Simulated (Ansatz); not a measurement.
The input, for Ansatz 0.2.0:

```yaml
crystal:
  periodic: [false, false, false]
  atoms:
    - {symbol: Al, position_ang: [0.000000, 0.000000, 0.000000]}
    - {symbol: H, position_ang: [0.000000, 0.000000, 3.063000]}
basis:
  gaussian: {orbitals: STO-3G}
total_charge: 1
magnetization: {spin_polarized: false, initial_magnetization: 1}
correlation: {method: fic_nevpt4_sd, electrons: all, active_space: {window: {electrons: 5, orbitals: 4}}}
scf: {lower_state_search: full}
```

```sh
$ ansatz run in.yaml --threads 1 --pin off --events-out ev --progress --plain --max-ram 2393MiB
```

Log:

```
101 factors; integrals over basis functions are off by at most 1.9e-5 eV
mean field evaluation 1: about -6512.7702 eV, gradient 3.4e0 eV
mean field evaluation 2: about -6512.7719 eV, gradient 3.4e0 eV
mean field evaluation 4: about -6512.9601 eV, gradient 1.9e-1 eV
mean field evaluation 8: about -6512.9604 eV, gradient 3.4e-4 eV
mean field evaluation 16: about -6510.9214 eV, gradient 1.1e1 eV
mean field evaluation 32: about -6507.9354 eV, gradient 1.4e1 eV
mean field -6512.96039197 eV, -239.3468797618 hartree, gradient 1.8e-6 eV, S^2 0.750000; 3 other end points of the search recorded, 0 dependent functions left out
reference -6512.96039197 eV, -239.3468797618 hartree; 7, 6 occupied and 3, 4 virtual orbitals, 101 factors
state -6513.36952849 eV, -239.3619152516 hartree
state -6513.36952849 eV, -239.3619152516 hartree; corrected -6514.05434779 eV, -239.3870818965 hartree
Total energy: -6514.05434779 eV, -239.3870818965 hartree
```

Natural occupations: 1.9998 1.9562 0.9999 0.0441.

Ran on 1 thread of Arm Neoverse V2, shared host: 0.3 s wall, 0.22 GiB peak host memory.
